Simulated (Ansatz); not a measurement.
Worked example: B–O–GeH⁺, doublet against B–O–GeH, singlet

Geometry (PBE0/def2-TZVP stationary point of a singlet), kept for both states (B–O–GeH, singlet: A'; B–O–GeH⁺, doublet: A'):

```xyz
4

B     0.0000   -0.1870    2.3974
O     0.0000    0.2753    1.2018
Ge    0.0000   -0.0537   -0.6084
H     0.0000    1.5080   -0.9449
```

Basis cc-pVDZ; Ansatz 0.2.0. Only valence electrons are correlated (noble-gas cores and the filled d shells of p-block atoms frozen). R marks a restricted (for open shells ROHF) determinant, U an unrestricted one. No spin–orbit coupling is included, and no scalar relativity.

Full CI isn't at hand for all of this; UCCSDT(Q) serves as the reference, and is uncertain by about the last step of the cluster series.

```
    level  E(B–O–GeH, singlet) (hartree)  E(B–O–GeH⁺, doublet) (hartree)
     UMP2                   -2175.762994                    -2175.455418
 UCCSD(T)                   -2175.804803                    -2175.487534
      PBE                   -2177.171973                    -2176.855759
  wB97M-V                   -2177.473446                    -2177.146208
UCCSDT(Q)                   -2175.806722                    -2175.489617
```

Task: Give the vertical gap, B–O–GeH⁺ doublet less B–O–GeH singlet, at each level in eV (1 hartree = 27.2114 eV), and each error against UCCSDT(Q).

Result: UCCSDT(Q): (-2175.489617 − (-2175.806722)) × 27.2114 = 8.629 eV (the reference)
wB97M-V: (-2177.146208 − (-2177.473446)) × 27.2114 = 8.905 eV, error 0.276 eV
PBE: (-2176.855759 − (-2177.171973)) × 27.2114 = 8.605 eV, error -0.024 eV
UCCSD(T): (-2175.487534 − (-2175.804803)) × 27.2114 = 8.633 eV, error 0.004 eV
UMP2: (-2175.455418 − (-2175.762994)) × 27.2114 = 8.370 eV, error -0.259 eV

Total energies of functionals can't be set beside those of wave-function methods, since they hold the core's correlation and their own absolute errors; only the differences compare.

In so small a basis the reference is far from its limit while semilocal and hybrid functionals are nearer theirs, so the functionals' errors here hold much of the reference's basis and frozen-core error, which can add to them or hide them.

Each level lands on the state that its own search finds. T1 diagnostics of restricted CCSD: 0.019 and 0.028.
